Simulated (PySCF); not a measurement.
# Electronic absorption of C3H2ClFO

Species: C3H2ClFO.
Z-matrix (Å and degrees, GFN2-xTB geometry), rows numbered from 1:
```
C 
C   1  1.3279
F   2  1.3392  1  121.03
C   2  1.4770  1  122.88  3  -179.98
O   4  1.1903  2  125.37  1    -0.12
Cl  4  1.7515  2  113.16  1   179.84
H   1  1.0742  2  119.56  3  -179.96
H   1  1.0756  2  121.40  3     0.03
```

Method: TDDFT CAM-B3LYP/def2-SVPD, vertical, gas phase, core orbitals frozen in the response in PySCF 2.14.0, density-fitted response routines.

```csv
state,E (eV),ν̃ (cm⁻¹),f,|μ| (D),symmetry,"main configurations (H = HOMO, L = LUMO)"
S1,4.52,36430,0.0001,0.05,–,H-1→L (90%)
S2,5.69,45910,0.265,3.50,A′,H→L (98%)
S3,5.93,47860,0.0005,0.15,–,H-3→L (92%)
S4,6.39,51540,0.055,1.51,A′,H-2→L (91%)
S5,7.93,63930,0.018,0.78,A″,H→L+1 (86%)
S6,8.10,65300,0.034,1.06,A′,"H-1→L+1 (30%), H-1→L+2 (19%), H-3→L+2 (17%)"
S7,8.11,65380,0.0009,0.17,–,"H-4→L (78%), H-1→L+4 (10%)"
S8,8.30,66980,0.0027,0.29,A″,"H→L+2 (31%), H-2→L+1 (30%), H-2→L+2 (24%)"
```

Triplets (Tamm–Dancoff): T1 3.39 eV, H→L (92%); T2 4.07 eV, H-1→L (86%); T3 5.27 eV, H-2→L (82%).

The lowest singlet lies at 4.52 eV (275 nm, ultraviolet) and is dark (f under 0.0005); its leading configuration is HOMO-1→LUMO (90%). The strongest level in the table is S2 at 5.69 eV (218 nm, f = 0.265). Löwdin shares by element: HOMO carbon 65% or more, fluorine 16%, oxygen 9%; LUMO carbon 62%, oxygen 21% (atoms not listed hold the other 18%). Weighted by f, the mean energy of these states is 6.15 eV. The listed states span 3.79 eV, and the widest gap between neighbours is 1.54 eV (S4 to S5). The oscillator strengths of these states sum to 0.377; summed over the whole spectrum of an exact calculation they would give the number of electrons, 54 (Thomas–Reiche–Kuhn). Symmetry labels in Cs follow from the direction of the transition dipole and are given only for states with f of 0.002 or more. Only the lowest 8 singlets were computed, as vertical energies without vibronic structure.

The run took about 50 s of CPU time (with the writing of density and orbital grids) (one thread, shared machine).

One conformer stands for the species.
